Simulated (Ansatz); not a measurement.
# Structure relaxation of CaHf

All numbers below come from Ansatz 0.2.0, DFT PBE, scalar-relativistic, plane waves, PAW. Cutoff 420 eV, Γ-centred k mesh, Gaussian smearing, no spin polarisation in the final step.

CaHf was placed on the zinc blende structure type (F-43m, No. 216), with Ca in place of Zn, Hf in place of S, at a guessed volume.

```yaml
crystal:
  lattice:
    - [0.00000, 2.98826, 2.98826]
    - [2.98826, 0.00000, 2.98826]
    - [2.98826, 2.98826, 0.00000]
  atoms:
    - { symbol: Ca, position: [0.00000, 0.00000, 0.00000] }
    - { symbol: Hf, position: [0.75000, 0.75000, 0.75000] }
```

Cell and atoms relax at zero pressure; the relaxation can't lower the symmetry of the start. After a coarse first stage the cell is made exact in the group found at 0.06 Å.

Energies over the elements count from the elements' standard structures at the same level, with no empirical corrections.

Question: Describe the relaxed structure.

Answer: It keeps F-43m (No. 216). The result has the zinc blende structure. Conventional cell: a = 7.279 Å. Around Ca lie 4 Hf at 3.15 Å; Hf has 4 Ca at 3.15 Å.

```
Ca Hf
1.0
     0.00000    3.63970    3.63970
     3.63970    0.00000    3.63970
     3.63970    3.63970    0.00000
Ca Hf
1 1
Direct
  0.00000 0.00000 0.00000
  0.75000 0.75000 0.75000
```

Question: What are its volume, energy, density and gap?

Answer: The volume per atom is 48.22 Å³, the density is 3.76 g/cm³ and the energy over the elements is 2.67 eV/atom. The gap on the 14×14×14 mesh is 0 eV (a metal).

The final run used a 14×14×14 mesh on its 2-atom cell and 0.10 eV smearing. The k mesh leaves about 4 meV/atom of noise in metals. Spin–orbit coupling is left out. Symmetry constrained the relaxation, so the result can be a saddle point. The steps took roughly 80 core-seconds in all.

Cost: 3 runs of about 1.4 core-minutes in all, on Arm Neoverse V2 (shared hosts).